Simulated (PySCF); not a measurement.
Structure problem from calculated spectra and properties.

Formula: C5H9F.

* Dipole: 1.88 D [B97-2/pcSseg-2]
* Rotational structure: rotational constants A, B, C: 5.436, 3.439, 2.721 GHz [PBE0-D3(BJ)/def2-TZVP]
* NMR, other nuclei: isotropic shieldings of nuclei other than C and H, by class: 358 (1 F) ppm [GIAO B97-2/pcSseg-2]
* 13C NMR: chemical shifts (computed TMS as zero) by class: 101.5 (1 C), 37.9 (2 C), 28.4 (2 C) ppm [GIAO B97-2/pcSseg-2]
* 1H NMR: chemical shifts (computed TMS as zero) by class: 5.10 (1 H), 1.97 (2 H), 1.86 (2 H), 1.64 (2 H), 1.54 (2 H) ppm [GIAO B97-2/pcSseg-2]

Gas-phase values; electronic properties from PySCF, density fitting. Levels stand in brackets. Geometry: PBE0-D3(BJ)/def2-TZVP, one conformer, isolated molecule. Each NMR value is the plain mean over a class of atoms that symmetry, rotation or inversion makes alike.

Question: Give a SMILES that accounts for the data.

Answer: Numbering: `[F:1][CH:2]1[CH2:3][CH2:4][CH2:5][CH2:6]1`. Its formula, C5H9F, gives 1 degree of unsaturation: 1 ring and 0 π bonds in the structure found. 5 carbons fall into 3 classes; from least to most shielded: sp3 C–F carbon [C2] (101.5 ppm), ring CH2 carbon [C3/C6] (37.9 ppm, 2 C, up to 3.3 ppm apart in this geometry), ring CH2 carbon [C4/C5] (28.4 ppm, 2 C). Hydrogen classes from least to most shielded: 1 H on an sp3 C–F carbon, C2 (5.10 ppm), 2 H on 2 ring CH2 carbons, C3/C6 (1.97 ppm), 2 H on 2 ring CH2 carbons, C4/C5 (1.86 ppm), 2 H on 2 ring CH2 carbons, C3/C6 (1.64 ppm, a mean of values up to 0.7 ppm apart in this geometry), 2 H on 2 ring CH2 carbons, C4/C5 (1.54 ppm). The other shieldings belong to: 358 ppm, alkyl fluorine [F1]. The optimised geometry has point group C1 and is an asymmetric top. Structure: `C1CC(F)CC1`. The assignments are read from this structure; whether some other isomer fits the data as well wasn't checked.
